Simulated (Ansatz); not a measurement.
I need a ranking of conformers of C5H8O, SMILES C=CC1COC1. Use Ansatz 0.2.0 through its Python package. Level of theory (for the species named): Hartree-Fock, def2-SVP basis, multiplicity 1.

`conformers.py`:
```python
# -*- coding: utf-8 -*-
'''Conformer energies of C5H8O.'''

import ansatz as az
from rdkit import Chem
from rdkit.Chem import AllChem


def main():
    rd = Chem.AddHs(Chem.MolFromSmiles('C=CC1COC1'))
    ids = list(AllChem.EmbedMultipleConfs(rd, numConfs=20, randomSeed=320, pruneRmsThresh=0.4))
    field = [energy for _, energy in AllChem.MMFFOptimizeMoleculeConfs(rd)]
    distinct = {round(e, 2): i for i, e in zip(ids, field)}
    chosen = sorted(distinct.items())[:5]
    found = []
    for force_field, index in chosen:
        system = az.Crystal.molecule()
        for atom, xyz in zip(rd.GetAtoms(), rd.GetConformer(index).GetPositions()):
            system = system.atom(atom.GetSymbol(), xyz.round(5).tolist())
        base = (
            system.calculation()
            .basis(gaussian='def2-SVP')
            .functional('hf')
        )
        found.append(base.run(threads=1, backend='cpu').report['free_energy_ev'])
    print('conformer   MMFF (kcal/mol)   this level (kcal/mol)')
    for (force_field, index), e in zip(chosen, found):
        print(f'{index:9d} {force_field - chosen[0][0]:17.2f} {23.060548 * (e - min(found)):17.3f}')


if __name__ == '__main__':
    main()
```

Running `python conformers.py` prints:
```text
conformer   MMFF (kcal/mol)   this level (kcal/mol)
        3              0.00             0.000
        0              2.32             0.610
```

The conformers keep their force-field geometries. Hardware and time: 3.4 s on 1 thread of Intel(R) Xeon(R) Platinum 8259CL CPU @ 2.50GHz (Skylake/Cascade Lake), on a shared host, peak memory 0.34 GiB.
